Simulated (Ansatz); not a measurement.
Wavefunction ladder for CH₃F₂NO (`NC(O)(F)F`)

```csv
atom,x (Å),y (Å),z (Å)
N1,-0.386,0.334,-1.069
C2,0.306,-0.162,0.046
O3,-0.354,0.026,1.227
F4,0.541,-1.487,-0.128
F5,1.524,0.431,0.115
H6,-0.534,1.329,-0.972
H7,-1.278,-0.134,-1.161
H8,0.183,-0.337,1.942
```

Charge 0, multiplicity 1. All single points use the PBE0-D4/def2-TZVP geometry. It is one conformer, not always the lowest. Frozen core, restricted reference, Ansatz 0.2.0. CBS rows extrapolate triple and quadruple zeta; past MP2 they add the triple-zeta difference.

```tsv
basis	HF (Eh)	MP2 corr.
def2-SVP	-367.53797	-0.85218
def2-TZVPP	-367.99003	-1.10747
def2-QZVPP	-368.00622	-1.20198
```

Problem. Estimate the CCSD correlation energy and the (T) correction in each basis where they were run (hartree).

Solution. 
```tsv
basis	CCSD corr.	(T)
def2-SVP	-0.87573	-0.01883
def2-TZVPP	-1.11972	-0.03812
CBS(def2)	-1.28423	as TZ
```
